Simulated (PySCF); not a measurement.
**Frontier levels across methods**

Compound: C3H5N3.
Numbering: `[CH3:1][n:2]1[cH:3][n:4][cH:5][n:6]1` (hydrogens: H7, H8, H9 on C1; H10 on C3; H11 on C5)

Cartesian coordinates in Å at the PBE0-D3(BJ)/def2-SVP level; atoms count from 1:
```xyz
11
C3H5N3 angstrom
C     -1.5491   -0.1543   -0.4462
N     -0.1709   -0.0544   -0.0476
C      0.6088    1.0408    0.0658
N      1.8153    0.6989    0.4618
C      1.7171   -0.6458    0.5786
N      0.5308   -1.1433    0.2792
H     -2.1463   -0.5982    0.3626
H     -1.9300    0.8505   -0.6687
H     -1.6397   -0.7838   -1.3425
H      0.2516    2.0479   -0.1500
H      2.5426   -1.2836    0.8940
```

Basis pcSseg-2 throughout (PySCF), one geometry. Geometry: PBE0-D3(BJ)/def2-SVP; no solvent, vibrations or thermal averaging.

**Question.** How do the orbital energies, the gap and the dipole change with the method?

**Answer.** 
```tsv
method	kind	HOMO (eV)	LUMO (eV)	gap (eV)	μ (D)	SCF cycles
B97-D	GGA	-6.45	-0.92	5.53	3.30	16
KT2	GGA	-6.52	-0.92	5.60	3.25	16
KT3	GGA	-6.52	-0.94	5.58	3.22	16
B3LYP	global hybrid	-7.46	-0.27	7.20	3.36	14
PBE0	global hybrid	-7.67	0.01	7.67	3.37	14
mPW1PW91	global hybrid	-7.68	-0.01	7.67	3.36	14
```

The HOMO spans 1.24 eV, from B97-D down to mPW1PW91, and the gap runs from 5.53 eV (B97-D) to 7.67 eV (PBE0). Over the methods B97-D (0 %), KT2 (0 %), KT3 (0 %), B3LYP (20 %), PBE0 (25 %), mPW1PW91 (25 %), a straight line through the gap against the share of exact exchange rises by 0.84 eV for each 10 % (correlation coefficient 1.000). The dipole ranges from 3.22 D (KT3) to 3.37 D (PBE0). This basis has no diffuse functions.
